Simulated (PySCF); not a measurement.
SMILES C#CCC (PBE0/def2-SVP optimised geometry):

```
10

C      1.640     0.698     0.000
C      0.429     0.698     0.000
C     -1.030     0.672    -0.008
C     -1.615    -0.667    -0.452
H      2.714     0.705     0.002
H     -1.393     0.926     1.003
H     -1.393     1.480    -0.667
H     -1.292    -1.480     0.216
H     -1.290    -0.921    -1.472
H     -2.714    -0.630    -0.441
```

Level of theory: PBE0/def2-TZVP run with PySCF.

Problem. What are the frontier orbital energies and the dipole moment?

Solution. HOMO-2 -10.26 eV, HOMO-1 -7.68 eV, HOMO -7.62 eV, LUMO 0.90 eV, LUMO+1 1.23 eV; dipole moment 0.84 D.

Meta-Löwdin charges at PBE0/def2-TZVP: C1 -0.24, C2 -0.03, C3 -0.20, C4 -0.33, H5 0.17, H6 0.13, H7 0.13, H8 0.12, H9 0.12, H10 0.12.
